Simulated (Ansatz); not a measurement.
**How far each method lies from full CI for HAl–AlH, singlet**

Geometry: a point of a twist scan, not a stationary point.

```xyz
4

Al    0.0241   -0.1711    1.3063
Al    0.0241    0.1359   -1.3105
H     0.0241    1.1263    2.2804
H    -1.3145   -0.1831   -2.1698
```

Basis 6-31G; Ansatz 0.2.0. Correlated methods freeze the noble-gas cores, which leaves 8 electrons in 20 orbitals. R marks a restricted (for open shells ROHF) determinant, U an unrestricted one. Active spaces: pair = (2e, 2o) about the gap; valence = (8e, 10o) chosen from the atoms' valence shells.

Full CI is exact within this basis and frozen core; it isn't the basis-set limit. The frozen core follows each run's orbitals, which can shift R against U totals by a few meV.

Unrestricted rows (U) aren't spin-pure: their determinants' ⟨S²⟩ exceeds S(S+1) by up to 0.83, so they mix in states of higher spin.

The UHF ⟨S²⟩ is 0.831, the T1 diagnostic (RCCSD) is 0.0310 and the largest doubles amplitude (RCCSD) is 0.179.

```json
{"level": "RHF", "E − E(full CI) (meV)": "2874", "share of correlation (%)": "0.00", "wall time": "–"}
{"level": "UHF", "E − E(full CI) (meV)": "2371", "share of correlation (%)": "17.49", "wall time": "–"}
{"level": "RMP2", "E − E(full CI) (meV)": "1014", "share of correlation (%)": "64.70", "wall time": "–"}
{"level": "UMP2", "E − E(full CI) (meV)": "969", "share of correlation (%)": "66.29", "wall time": "–"}
{"level": "CISD", "E − E(full CI) (meV)": "332", "share of correlation (%)": "88.45", "wall time": "0.36 s"}
{"level": "RCCSD", "E − E(full CI) (meV)": "118", "share of correlation (%)": "95.90", "wall time": "–"}
{"level": "UCCSD", "E − E(full CI) (meV)": "154", "share of correlation (%)": "94.65", "wall time": "–"}
{"level": "RCCSD(T)", "E − E(full CI) (meV)": "40", "share of correlation (%)": "98.60", "wall time": "0.54 s"}
{"level": "UCCSD(T)", "E − E(full CI) (meV)": "77", "share of correlation (%)": "97.32", "wall time": "1.9 s"}
{"level": "BCCD(T)", "E − E(full CI) (meV)": "43", "share of correlation (%)": "98.51", "wall time": "0.42 s"}
{"level": "RCCSDT", "E − E(full CI) (meV)": "9", "share of correlation (%)": "99.70", "wall time": "–"}
{"level": "UCCSDT", "E − E(full CI) (meV)": "12", "share of correlation (%)": "99.60", "wall time": "–"}
{"level": "RCCSDT(Q)", "E − E(full CI) (meV)": "2", "share of correlation (%)": "99.94", "wall time": "0.87 s"}
{"level": "UCCSDT(Q)", "E − E(full CI) (meV)": "1", "share of correlation (%)": "99.96", "wall time": "3.8 s"}
{"level": "RCCSDTQ", "E − E(full CI) (meV)": "0", "share of correlation (%)": "99.99", "wall time": "4.3 s"}
{"level": "CASSCF (pair space)", "E − E(full CI) (meV)": "2144", "share of correlation (%)": "25.37", "wall time": "–"}
{"level": "NEVPT2 (pair space)", "E − E(full CI) (meV)": "718", "share of correlation (%)": "75.00", "wall time": "0.3 s"}
{"level": "MRCISD (pair space)", "E − E(full CI) (meV)": "173", "share of correlation (%)": "93.97", "wall time": "–"}
{"level": "MRCISD+Q (pair space)", "E − E(full CI) (meV)": "14", "share of correlation (%)": "99.53", "wall time": "0.48 s"}
{"level": "CASSCF (valence space)", "E − E(full CI) (meV)": "556", "share of correlation (%)": "80.64", "wall time": "–"}
{"level": "NEVPT2 (valence space)", "E − E(full CI) (meV)": "178", "share of correlation (%)": "93.82", "wall time": "3.8 s"}
{"level": "MRCISD (valence space)", "E − E(full CI) (meV)": "21", "share of correlation (%)": "99.27", "wall time": "–"}
{"level": "MRCISD+Q (valence space)", "E − E(full CI) (meV)": "10", "share of correlation (%)": "99.65", "wall time": "6.5 s"}
```

The correlation energy at full CI, counted from RHF, is -2.874 eV. That run took 58 s on 1 thread of Intel Xeon Platinum 8488C, shared host over 11,738,025 determinants.

Times hold each run's SCF and search for its determinant on a shared host, so for small cases they say little of a method's own cost; they ran on 1 thread of Intel Xeon Platinum 8488C.

The full-CI state has the irrep A of C2, in the program's axes.

Natural occupations of full CI about the gap: 1.963 1.961 1.939 1.759 0.200 0.043 0.040 0.024 0.023 0.020; effectively unpaired electrons, Σ n²(2−n)², 0.35.
